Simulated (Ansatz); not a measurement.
Calculated with Ansatz (gas phase, PBE0-D4/def2-TZVP geometries, no zero-point term in ΔE). CCSD(T)/CBS is the MP2 limit (def2-TZVPP, def2-QZVPP) plus CCSD(T) − MP2 in def2-TZVPP, frozen cores. This one scheme is used for every species. Functionals use def2-TZVPP. B3LYP here is the variant with VWN-RPA as its local correlation; programs differ in this. Triplets are unrestricted, without spin–orbit coupling. One conformer a species, not always the lowest.

Consider the formal loss of a carbene: `BCS` → `[CH2]` (triplet) + `BS`.

```
             level  ΔE (kcal/mol)  difference from CCSD(T)/CBS
            B97M-V           76.2                         -0.8
          B3LYP-D4           75.3                         -1.7
        r2SCAN0-D4           70.2                         -6.8
          BHLYP-D4           73.0                         -4.0
           ωB97M-V           78.1                          1.1
            B2PLYP           74.3                         -2.7
          PBE-QIDH           75.6                         -1.4
            revPBE           70.7                         -6.3
              PBE0           75.0                         -2.0
           r2SCANh           70.1                         -6.9
           LC-ωPBE           74.9                         -2.1
SCS-MP2/def2-TZVPP           77.3                          0.3
    MP2/def2-QZVPP           78.5                          1.5
      HF/CBS(def2)           43.9                        -33.1
     MP2/CBS(def2)           79.9                          2.9
    CCSD/CBS(def2)           75.0                         -2.0
       CCSD(T)/CBS           77.0                            0
```

(1) What do rigid-rotor, harmonic-oscillator terms from PBE0-D4/def2-TZVP frequencies (298.15 K, 1 bar) make of the CCSD(T)/CBS value? (An estimate is asked.)

Largest T1 diagnostic among the species: 0.015.

Answers

(1) Computed: ΔZPE = -5.1 kcal/mol, ΔH = +73.0 kcal/mol, ΔS = 138 J/(mol·K), ΔG = +63.2 kcal/mol. Open shells count their whole term as degenerate.

At CCSD(T), def2-SVP lies −9.3 kcal/mol from the extrapolated value and def2-TZVPP −3.5 kcal/mol. From PBE to PBE0 (25 % exact exchange), in def2-TZVPP and without D4, ΔE moves by −1.4 kcal/mol.
